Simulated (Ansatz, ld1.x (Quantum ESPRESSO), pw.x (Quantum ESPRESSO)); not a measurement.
strontium: one change to the TM potential, in the atom and in the bcc crystal

Sr, norm-conserving Troullier–Martins (Kleinman–Bylander form), made with ld1.x (Quantum ESPRESSO) 7.5 (PBEsol, scalar-relativistic). Core [Kr], reference 4d0 5s2 5p0. Waves: 5p (bound, empty): rc 3.40 bohr; 4d (bound, empty): rc 2.35 bohr; 5s (bound): rc 2.70 bohr. Local part: the s channel. Core correction: none.

Change: all radii scaled by about 1.25 (s 3.38, p 4.26, d 2.94 bohr).

Cutoffs, loose and tight: the cutoffs (Ry, on a coarse ladder) from which the occupation-weighted sum of valence levels, in a spherical-Bessel basis at the reference potential, stays within 10 and 1 mRy of its value at 400 Ry. They do not see the model core or the augmentation charge, which bear on the density cutoff. Test errors are all-electron minus pseudo excitation energies from the reference, over the configurations 4d0 5s1 5p0; 4d0 5s1.5 5p0; 4d0 5s1 5p1; 4d1 5s0 5p0; 4d0.5 5s1.5 5p0; 4d0 5s0 5p1; 4d0 5s0 5p2; variants that change the core or the reference have their own tests.

Crystal test: bcc Sr in pw.x 7.5, no spin, 10³ k-points, Fermi–Dirac smearing 0.01 Ry, cutoffs set for each file from its atomic test. The reference is all-electron LAPW (Ansatz 0.2.0) with the same functional, mesh and smearing; V0 and B0 come from Birch–Murnaghan fits to the pressures at five volumes. Errors are pseudo minus all-electron; Δ is the rms difference of the E(V) curves that follow from these fits, minima aligned, over ±6 % about the mean V0. Mesh and smearing are coarse, so the numbers serve the comparison and aren't converged zero-temperature values; the lattice is a test structure that the element need not adopt.

All-electron: a0 = 4.692 Å (V0 = 51.65 Å³/atom), B0 = 12.0 GPa.

Question: Does the change bring the crystal closer to the all-electron result?

Answer: The mean pressure error goes from -0.71 to -0.59 GPa, so the change moves the solid closer to the all-electron pressures. Neither pressure curve crosses zero within the volumes sampled, so no fits are given.

```json
{"quantity": "outcome (atom)", "base": "generated", "changed": "generated"}
{"quantity": "cutoff, loose (atom)", "base": "8 Ry", "changed": "6 Ry"}
{"quantity": "cutoff, tight (atom)", "base": "18 Ry", "changed": "8 Ry"}
{"quantity": "bound ghosts (atom)", "base": "none", "changed": "none"}
{"quantity": "largest test error (meV) (atom)", "base": "+351", "changed": "+314"}
{"quantity": "cutoffs in pw.x (Ry)", "base": "35/140", "changed": "35/140"}
{"quantity": "mean pressure error (GPa)", "base": "-0.71", "changed": "-0.59"}
```

Base: This is a poor potential for the solid. The cutoffs count occupied waves only; the empty 4d level needs 18 Ry at the loose tolerance. Changed file: The largest radius (4.26 bohr) exceeds half the bond length (3.84 bohr), so the spheres overlap, which is one possible source of error among others. This is a poor potential for the solid. The cutoffs count occupied waves only; the empty 4d level needs 15 Ry at the loose tolerance. The atomic cutoffs weigh occupied waves only.
